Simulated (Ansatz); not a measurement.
The input, for Ansatz 0.2.0:

```yaml
crystal:
  periodic: [false, false, false]
  atoms:
    - {symbol: B, position_ang: [0.000000, -1.101130, 0.808585]}
    - {symbol: Cl, position_ang: [0.000000, 0.648503, -2.583800]}
    - {symbol: Cl, position_ang: [0.000000, -0.312726, 2.337231]}
basis:
  gaussian: {orbitals: cc-pVDZ}
magnetization: {spin_polarized: false, initial_magnetization: 1}
correlation: {method: sc_nevpt2, electrons: outside_noble_gas, active_space: {window: {electrons: 3, orbitals: 3}}}
```

```sh
$ ansatz run in.yaml --threads 1 --pin off --events-out ev --progress --plain --max-ram 2393MiB
```

Output:

```
524 factors; integrals over basis functions are off by at most 6.3e-4 eV
mean field evaluation 1: about -25670.6156 eV, gradient 2.4e1 eV
mean field evaluation 2: about -25670.6376 eV, gradient 2.4e1 eV
mean field evaluation 4: about -25675.6649 eV, gradient 1.6e1 eV
mean field evaluation 8: about -25676.7448 eV, gradient 5.2e-1 eV
mean field evaluation 16: about -25676.7558 eV, gradient 5.7e-2 eV
mean field evaluation 32: about -25676.6630 eV, gradient 3.5e0 eV
mean field evaluation 64: about -25676.7945 eV, gradient 2.1e-1 eV
mean field evaluation 96: about -25676.8001 eV, gradient 8.9e-2 eV
mean field evaluation 128: about -25676.7473 eV, gradient 3.4e-2 eV
mean field evaluation 160: about -25676.7862 eV, gradient 6.9e-1 eV
mean field evaluation 192: about -25676.7403 eV, gradient 9.8e-4 eV
mean field evaluation 224: about -25676.7458 eV, gradient 3.7e-2 eV
mean field -25676.80072952 eV, -943.6050224494 hartree, gradient 5.8e-6 eV, S^2 0.750000; 15 other end points of the search recorded, 0 dependent functions left out
reference -25676.80072952 eV, -943.6050224494 hartree; 20, 19 occupied and 30, 31 virtual orbitals, 524 factors
state -25677.33631674 eV, -943.6247049166 hartree
state -25677.33631674 eV, -943.6247049166 hartree; corrected -25685.29501563 eV, -943.9171817063 hartree
Total energy: -25685.29501563 eV, -943.9171817063 hartree
```

Natural occupations: 1.9204 0.9999 0.0797.

For the same geometry and basis UCCSDT(Q) lies 1451.1 meV lower.

Ran on 1 thread of Arm Neoverse V1, shared host: 9 s wall, 0.16 GiB peak host memory.
